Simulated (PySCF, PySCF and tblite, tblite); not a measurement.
**C₃H₃FN₂: a path driven as a shift of bonds, and NMR exchange**

How fast is a shift of bonds in C₃H₃FN₂ (`Fc1cn[nH]c1`), and when do the exchanging lines merge?

Programs: PySCF 2.14.0 with density-fitted response routines of our own, and tblite 0.8.0. All values are computed, except where a source is named. Atoms count from 0 throughout.

### Step 1. The starting structure

9 atoms, charge 0, multiplicity 1; geometry from: force field or distance geometry start.

Bonds of the start (Å): C1–C2 1.40, C1–C5 1.37, C2–H6 1.08, C2–N3 1.34, C5–H8 1.07, F0–C1 1.33, N3–N4 1.36, N4–C5 1.36, N4–H7 1.01.

### Step 2. GFN2-xTB relaxation, start minimum

Job settings and geometry (Å):

```
{"job": {"xc": "GFN2-xTB", "basis": "xTB", "kind": "relax"}, "charge": 0, "multiplicity": 1}
F     -2.450700     0.621000    -0.263000
C     -2.358500    -0.464600    -1.029800
C     -1.369800    -0.738500    -1.981700
N     -1.573200    -1.921400    -2.567300
N     -2.676300    -2.404000    -1.934500
C     -3.190200    -1.554000    -1.003900
H     -0.543600    -0.118500    -2.299100
H     -3.016300    -3.311000    -2.212500
H     -4.060100    -1.796200    -0.423300
```

Launch:

```bash
$ OMP_NUM_THREADS=1 python ens_run.py task.json out
```

The driver reads the study from task.json and runs its stages one after another.

Standard output:

```text
step      E/eV     max force
  0    -503.44519    2.244
  1    -503.49961    0.581
  2    -503.50481    0.181
  3    -503.50634    0.107
  4    -503.50684    0.037
  5    -503.50696    0.033
  6    -503.50702    0.025
  7    -503.50706    0.017
  8    -503.50708    0.014
  9    -503.50710    0.016
 10    -503.50712    0.011
 11    -503.50712    0.004
 12    -503.50712    0.004
 13    -503.50713    0.004
 14    -503.50713    0.003
```

It took 0.11 s on 1 thread of Arm Neoverse N1, shared host.

Gain 0.062 eV; displacement 0.02 Å root mean square.

### Step 3. Relaxed scan, to the middle

Job settings and geometry (Å):

```
{"job": {"xc": "GFN2-xTB", "basis": "xTB", "coordinate": [["d", [7, 4], 1], ["d", [7, 3], -1]], "kind": "drive"}, "charge": 0, "multiplicity": 1}
F     -2.456493     0.623817    -0.263630
C     -2.348747    -0.470986    -1.024929
C     -1.370250    -0.732919    -1.993466
N     -1.591591    -1.913712    -2.535822
N     -2.672540    -2.401938    -1.943640
C     -3.180543    -1.567585    -1.011909
H     -0.545984    -0.123095    -2.299104
H     -3.021569    -3.308885    -2.210345
H     -4.050855    -1.791722    -0.432102
```

Standard output:

```text
point  coordinate     E/eV
  0     -0.906     -503.44077
  1     -0.789     -503.23905
  2     -0.661     -502.89774
  3     -0.512     -502.40368
  4     -0.267     -501.77136
  5      0.000     -501.52503
```

Wall time 0.75 s (1 thread of Arm Neoverse N1, shared host).

The highest point is number 5, 44.2 kcal/mol above the first.

### Step 4. Relaxed scan, from the middle, back

Job settings and geometry (Å):

```
{"job": {"xc": "GFN2-xTB", "basis": "xTB", "coordinate": [["d", [7, 4], 1], ["d", [7, 3], -1]], "kind": "drive"}, "charge": 0, "multiplicity": 1}
F     -2.256134     0.532469    -0.197399
C     -2.329822    -0.532342    -0.999355
C     -1.468675    -0.846523    -2.042865
N     -1.923508    -1.932062    -2.664580
N     -3.087338    -2.363586    -1.984504
C     -3.299920    -1.526295    -0.971307
H     -0.586381    -0.339067    -2.375167
H     -2.118485    -3.021668    -2.216848
H     -4.127232    -1.654378    -0.303188
```

Standard output:

```text
point  coordinate     E/eV
  0     -0.197     -501.65933
  1     -0.388     -502.05488
  2     -0.542     -502.51400
  3     -0.661     -502.89790
  4     -0.758     -503.16616
  5     -0.848     -503.35630
  6     -0.934     -503.46928
  7     -1.016     -503.50701
```

Wall time 0.65 s (1 thread of Arm Neoverse N1, shared host).

### Step 5. Relaxed scan, from the middle, on

job is that of step 4.

Standard output:

```text
point  coordinate     E/eV
  0      0.197     -501.65981
  1      0.388     -502.05481
  2      0.542     -502.51493
  3      0.661     -502.89781
  4      0.758     -503.16626
  5      0.848     -503.35613
  6      0.934     -503.46921
  7      1.016     -503.50693
```

It took 0.66 s on 1 thread of Arm Neoverse N1, shared host.

### Step 6. Nudged elastic band, leg 1

Job settings and geometry (Å):

```
{"job": {"xc": "GFN2-xTB", "basis": "xTB", "kind": "neb"}, "charge": 0, "multiplicity": 1}
F     -2.390295     0.609779    -0.250304
C     -2.315040    -0.477527    -1.026145
C     -1.382610    -0.727052    -2.042255
N     -1.625466    -1.903868    -2.584160
N     -2.675533    -2.401374    -1.946022
C     -3.141738    -1.577271    -0.983910
H     -0.576055    -0.111382    -2.381728
H     -3.034410    -3.306601    -2.205112
H     -3.982973    -1.809607    -0.365741
```

Standard output:

```text
image   E - E0 / eV
  0       0.0000
  1       0.1669
  2       1.0233
  3       1.9820
  4       1.0523
  5       0.1757
  6       0.0000
```

It took 1.6 s on 1 thread of Arm Neoverse N1, shared host.

The highest point is number 3, 45.7 kcal/mol above the first.

### Step 7. Saddle search, leg 1

Job settings and geometry (Å):

```
{"job": {"xc": "GFN2-xTB", "basis": "xTB", "kind": "saddle"}, "charge": 0, "multiplicity": 1}
F      0.091780     1.831012     1.330582
C      0.021698     0.765329     0.529056
C      0.895966     0.446006    -0.502111
N      0.445167    -0.638349    -1.129109
N     -0.730094    -1.063663    -0.465004
C     -0.955057    -0.222324     0.542291
H      1.785742     0.948186    -0.822768
H      0.240200    -1.725195    -0.678484
H     -1.795401    -0.341001     1.195546
```

Standard output:

```text
step      E/eV     max force
  0    -501.52511   0.0144
  1    -501.52518   0.0000
lowest wavenumbers (cm-1): -1589.6 303.7 372.5 607.9 640.4 641.1
```

It took 0.8 s on 1 thread of Arm Neoverse N1, shared host.

Point group Cs; 1 imaginary mode, 1590i cm⁻¹, carried by H7. Steps downhill from it reached both ends.

### Step 8. DFT refinement, start: B3LYP-D3(BJ)/def2-SVP

Job settings and geometry (Å):

```
{"job": {"xc": "B3LYP", "basis": "def2-SVP", "kind": "refine"}, "charge": 0, "multiplicity": 1}
F     -2.456493     0.623817    -0.263630
C     -2.348747    -0.470986    -1.024929
C     -1.370250    -0.732919    -1.993466
N     -1.591591    -1.913712    -2.535822
N     -2.672540    -2.401938    -1.943640
C     -3.180543    -1.567585    -1.011909
H     -0.545984    -0.123095    -2.299104
H     -3.021569    -3.308885    -2.210345
H     -4.050855    -1.791722    -0.432102
```

Standard output:

```text
step      E/eV     max force
  0     -8849.04717   1.2356
  1     -8849.08306   0.1143
  2     -8849.08325   0.0125
```

It took 21 s on 1 thread of Arm Neoverse N1, shared host; peak memory 0.52 GiB.

Relaxing gained 0.036 eV and moved the atoms by 0.02 Å on average (rms).

**DFT refinement, saddle of leg 1: B3LYP-D3(BJ)/def2-SVP**

Job settings and geometry (Å):

```
{"job": {"xc": "B3LYP", "basis": "def2-SVP", "kind": "refine"}, "charge": 0, "multiplicity": 1}
F      0.091199     1.830531     1.331767
C      0.022910     0.765152     0.529695
C      0.897041     0.445477    -0.501522
N      0.446228    -0.639698    -1.127423
N     -0.729861    -1.063564    -0.464274
C     -0.954533    -0.221839     0.542507
H      1.784145     0.950898    -0.824761
H      0.239116    -1.727458    -0.680073
H     -1.796244    -0.339499     1.194083
```

Standard output:

```text
step      E/eV     max force
  0     -8846.78603   1.4566
  1     -8846.86224   0.7766
  2     -8846.88112   0.1076
  3     -8846.88203   0.0185
  4     -8846.88211   0.0116
```

Wall time 34 s (1 thread of Arm Neoverse N1, shared host); peak memory 0.52 GiB.

The energy fell by 0.096 eV, and the atoms moved 0.04 Å (root mean square).

### Step 9. Shieldings, start: PBE0/pcSseg-1

Job settings and geometry (Å):

```
{"job": {"kind": "nmr", "xc": "PBE0", "basis": "pcSseg-1", "pop": false}, "charge": 0, "multiplicity": 1}
F     -2.453646     0.624394    -0.264595
C     -2.351355    -0.466225    -1.020201
C     -1.365989    -0.732501    -1.996812
N     -1.579830    -1.924580    -2.551511
N     -2.670344    -2.403635    -1.945997
C     -3.189939    -1.566228    -1.003780
H     -0.529571    -0.106828    -2.303475
H     -3.023479    -3.314599    -2.212215
H     -4.074418    -1.796823    -0.416362
```

Standard output:

```text
coarse grid: 8328 points
cycle   1  E = -324.9684898318  dE =  1.174e+00  |g| = 4.477e-01  |ddm| = 2.845e+00
cycle   2  E = -324.9430452449  dE =  2.544e-02  |g| = 6.085e-01  |ddm| = 8.833e-01
cycle   3  E = -325.0057636710  dE = -6.272e-02  |g| = 9.045e-02  |ddm| = 5.056e-01
cycle   4  E = -325.0070350103  dE = -1.271e-03  |g| = 4.489e-02  |ddm| = 8.152e-02
cycle   5  E = -325.0074685395  dE = -4.335e-04  |g| = 9.531e-03  |ddm| = 3.835e-02
cycle   6  E = -325.0074859335  dE = -1.739e-05  |g| = 3.718e-03  |ddm| = 1.017e-02
cycle   7  E = -325.0074885875  dE = -2.654e-06  |g| = 1.273e-03  |ddm| = 3.513e-03
final grid: 83328 points
cycle   8  E = -325.0455535504  dE = -2.280e-05  |g| = 7.402e-03  |ddm| = 2.301e-02
cycle   9  E = -325.0455370934  dE =  1.646e-05  |g| = 1.167e-02  |ddm| = 1.447e-02
cycle  10  E = -325.0455651194  dE = -2.803e-05  |g| = 1.503e-03  |ddm| = 9.293e-03
cycle  11  E = -325.0455656496  dE = -5.302e-07  |g| = 4.097e-04  |ddm| = 1.389e-03
cycle  12  E = -325.0455656789  dE = -2.936e-08  |g| = 1.195e-04  |ddm| = 3.256e-04
cycle  13  E = -325.0455656810  dE = -2.021e-09  |g| = 3.043e-05  |ddm| = 9.725e-05
cycle  14  E = -325.0455656811  dE = -1.254e-10  |g| = 1.942e-05  |ddm| = 3.345e-05
converged SCF energy = -325.0455656811

GIAO shielding tensors (ppm)
atom      isotropic    diamagn.    paramagn.     s11        s22        s33       span
  0 F      361.114     474.236    -113.121    300.932    322.940    459.472    158.540
  1 C       24.967     239.756    -214.789    -21.737     24.603     72.036     93.773
  2 C       52.031     250.672    -198.640    -24.622     45.971    134.745    159.366
  3 N      -76.149     321.834    -397.983   -328.395    -91.157    191.103    519.498
  4 N       53.256     329.710    -276.453    -65.364     85.513    139.619    204.983
  5 C       66.683     255.367    -188.684      1.655     49.105    149.288    147.633
  6 H       23.741      30.718      -6.977     21.728     23.755     25.741      4.013
  7 H       22.460      28.698      -6.239     16.971     23.432     26.976     10.005
  8 H       23.919      28.709      -4.790     22.048     24.600     25.109      3.061
```

It took 10 s on 1 thread of Arm Neoverse N1, shared host; peak memory 0.55 GiB.

In short: HOMO -7.20 eV, LUMO 0.13 eV; dipole 2.43 D.

### Step 10. Shieldings, saddle of leg 1: PBE0/pcSseg-1

Job settings and geometry (Å):

```
{"job": {"kind": "nmr", "xc": "PBE0", "basis": "pcSseg-1", "pop": false}, "charge": 0, "multiplicity": 1}
F      0.094539     1.817619     1.330939
C      0.016760     0.770328     0.521984
C      0.898487     0.450455    -0.510956
N      0.432306    -0.626220    -1.170314
N     -0.764615    -1.057669    -0.495349
C     -0.964705    -0.221089     0.539689
H      1.815408     0.954494    -0.813250
H      0.272477    -1.739731    -0.628818
H     -1.800656    -0.348186     1.226074
```

Standard output:

```text
coarse grid: 8328 points
cycle   1  E = -324.8924381125  dE =  1.139e+00  |g| = 4.433e-01  |ddm| = 2.855e+00
cycle   2  E = -324.8867219276  dE =  5.716e-03  |g| = 5.173e-01  |ddm| = 7.321e-01
cycle   3  E = -324.9268126134  dE = -4.009e-02  |g| = 8.028e-02  |ddm| = 4.159e-01
cycle   4  E = -324.9278138699  dE = -1.001e-03  |g| = 1.831e-02  |ddm| = 6.617e-02
cycle   5  E = -324.9278776480  dE = -6.378e-05  |g| = 6.242e-03  |ddm| = 1.935e-02
cycle   6  E = -324.9278850916  dE = -7.444e-06  |g| = 2.624e-03  |ddm| = 7.191e-03
final grid: 83328 points
cycle   7  E = -324.9665566953  dE = -2.121e-05  |g| = 7.706e-03  |ddm| = 2.557e-02
cycle   8  E = -324.9665335126  dE =  2.318e-05  |g| = 1.294e-02  |ddm| = 1.712e-02
cycle   9  E = -324.9665697505  dE = -3.624e-05  |g| = 1.490e-03  |ddm| = 1.096e-02
cycle  10  E = -324.9665702554  dE = -5.049e-07  |g| = 4.232e-04  |ddm| = 1.343e-03
cycle  11  E = -324.9665702874  dE = -3.204e-08  |g| = 9.911e-05  |ddm| = 3.289e-04
cycle  12  E = -324.9665702890  dE = -1.527e-09  |g| = 2.221e-05  |ddm| = 8.377e-05
cycle  13  E = -324.9665702890  dE = -7.708e-11  |g| = 1.109e-05  |ddm| = 2.138e-05
converged SCF energy = -324.9665702890

GIAO shielding tensors (ppm)
atom      isotropic    diamagn.    paramagn.     s11        s22        s33       span
  0 F      336.011     471.583    -135.572    263.229    285.662    459.140    195.911
  1 C       10.101     251.413    -241.312    -53.671     17.081     66.893    120.563
  2 C       41.237     253.702    -212.465    -41.281     27.202    137.790    179.070
  3 N      -49.494     321.804    -371.298   -238.756   -103.750    194.024    432.780
  4 N      -49.457     321.805    -371.262   -238.756   -103.745    194.130    432.886
  5 C       41.200     253.706    -212.506    -41.352     27.205    137.748    179.100
  6 H       23.138      29.230      -6.092     21.315     22.840     25.259      3.944
  7 H       18.508      24.426      -5.917      7.044     23.645     24.836     17.791
  8 H       23.138      29.233      -6.095     21.315     22.835     25.262      3.947
```

It took 9.9 s on 1 thread of Arm Neoverse N1, shared host; peak memory 0.54 GiB.

This run: HOMO -8.08 eV, LUMO -0.55 eV; dipole 1.52 D.

### Step 11. The path in numbers

Job settings and geometry (Å):

```
{"job": {"smiles": "Fc1cn[nH]c1", "charge": 0, "mult": 1, "motion": "shift", "what": "1,2-shift in an azole", "atoms": [7, 4, 3], "drives": [{"terms": [["d", [7, 4], 1], ["d", [7, 3], -1]], "neg": true, "n": 14}], "study": "path", "level": {"kind": "nmr", "xc": "PBE0", "basis": "pcSseg-1"}, "fields": [200, 270, 800], "first": 5, "seed": 997, "refine": {"xc": "B3LYP", "basis": "def2-SVP"}, "kind": "path"}, "charge": 0, "multiplicity": 1}
F     -2.456493     0.623817    -0.263630
C     -2.348747    -0.470986    -1.024929
C     -1.370250    -0.732919    -1.993466
N     -1.591591    -1.913712    -2.535822
N     -2.672540    -2.401938    -1.943640
C     -3.180543    -1.567585    -1.011909
H     -0.545984    -0.123095    -2.299104
H     -3.021569    -3.308885    -2.210345
H     -4.050855    -1.791722    -0.432102
```

Standard output:

```text
stationary points (kcal/mol above the start)
  n  kind          group   xTB      DFT    lowest mode
  0  minimum      Cs       0.00     0.00     313.8
  1  saddle       Cs      45.70    49.61   -1589.6
  2  minimum      Cs       0.00     0.00     313.8

GFN2-xTB energies: T/K, barrier G, reaction G (kcal/mol), k forward, k back (1/s)
 150.00    41.66    -0.00   1.27e-48   1.27e-48
 200.00    41.66    -0.00   2.52e-33   2.51e-33
 250.00    41.66    -0.00   3.97e-24   3.97e-24
 298.15    41.67    -0.00   3.57e-18   3.57e-18
 350.00    41.68    -0.00   1.38e-13   1.38e-13
 400.00    41.69    -0.00   2.79e-10   2.79e-10
 500.00    41.72    -0.00   1.21e-05   1.21e-05

B3LYP-D3(BJ)/def2-SVP energies: T/K, barrier G, reaction G (kcal/mol), k forward, k back (1/s)
 150.00    46.71    -0.00   5.48e-56   5.47e-56
 200.00    46.71    -0.00   7.54e-39   7.53e-39
 250.00    46.72    -0.00   1.51e-28   1.51e-28
 298.15    46.72    -0.00   7.04e-22   7.03e-22
 350.00    46.73    -0.00   9.66e-17   9.65e-17
 400.00    46.74    -0.00   4.83e-13   4.83e-13
 500.00    46.77    -0.00    7.5e-08   7.49e-08

PBE0/pcSseg-1 + D3(BJ) energies: T/K, barrier G, reaction G (kcal/mol), k forward, k back (1/s)
 150.00    45.56    -0.00   2.62e-54   2.61e-54
 200.00    45.56    -0.00   1.37e-37   1.37e-37
 250.00    45.56    -0.00   1.54e-27   1.54e-27
 298.15    45.57    -0.00   4.92e-21   4.92e-21
 350.00    45.58    -0.00   5.06e-16   5.06e-16
 400.00    45.59    -0.00   2.06e-12   2.06e-12
 500.00    45.62    -0.00   2.39e-07   2.39e-07
```

Run time: 82 s. Hardware: 1 thread of Arm Neoverse N1, shared host; peak memory 0.55 GiB. This counts the whole study up to here.

Barriers by level (kcal/mol; entropies in cal/(mol K)). Zero-point and thermal terms come from xTB in every row. ΔG‡ leaves symmetry out; the rate counts equivalent paths (a factor of 2); effective ΔG‡, where given, is the barrier that would give that rate by Eyring's equation alone:

| level | ΔE‡ | with zero-point | ΔH‡ | ΔS‡ | ΔG‡ (298 K) | ΔE of reaction | k at 298 K (1/s) | effective ΔG‡ |
| --- | --- | --- | --- | --- | --- | --- | --- | --- |
| GFN2-xTB | 45.70 | 41.66 | 41.62 | -0.1 | 41.67 | 0.00 | 3.6e-18 | 41.26 |
| B3LYP-D3(BJ)/def2-SVP | 50.76 | 46.71 | 46.68 | -0.1 | 46.72 | 0.00 | 7e-22 | 46.31 |
| PBE0/pcSseg-1 + D3(BJ) | 49.61 | 45.56 | 45.52 | -0.1 | 45.57 | 0.00 | 4.9e-21 | 45.16 |

Sites that the driver pairs across this motion, and where their lines would merge (no couplings; faster rotations or exchange between molecules can average them sooner):

```
nucleus  sites: shielding (ppm)  proton frequency (MHz)  spread (Hz)  coalescence (K)  lines at 298 K
    ¹⁵N     N3: -76.2; N4: 53.3                     200         2624        above 800               2
    ¹⁵N     N3: -76.2; N4: 53.3                     270         3543        above 800               2
    ¹⁵N     N3: -76.2; N4: 53.3                     800        10497        above 800               2
    ¹³C      C2: 52.0; C5: 66.7                     200          737        above 800               2
    ¹³C      C2: 52.0; C5: 66.7                     270          995        above 800               2
    ¹³C      C2: 52.0; C5: 66.7                     800         2948        above 800               2
     ¹H    H6: 23.74; H8: 23.92                     200           36        above 800               2
     ¹H    H6: 23.74; H8: 23.92                     270           48        above 800               2
     ¹H    H6: 23.74; H8: 23.92                     800          142        above 800               2
```

### Step 12. Summary of results

| quantity | value |
| --- | --- |
| barrier (PBE0/pcSseg-1 + D3(BJ)) | ΔE‡ 49.6, ΔG‡(298 K) 45.6 kcal/mol |
| barrier (GFN2-xTB) | ΔE‡ 45.7 kcal/mol |
| rate at 298 K | 4.9e-21 s⁻¹ |
| end of the path | the start, renumbered or mirrored |

In words: The barrier is 49.6 kcal/mol at the DFT level (xTB: 45.7); with thermal terms and the count of paths the DFT value gives a rate of 4.9e-21 s⁻¹ at 298 K. An error of 1.4 kcal/mol changes that rate tenfold. The moving atom is hydrogen and the barrier is narrow, so tunnelling, which is left out, should speed the exchange.
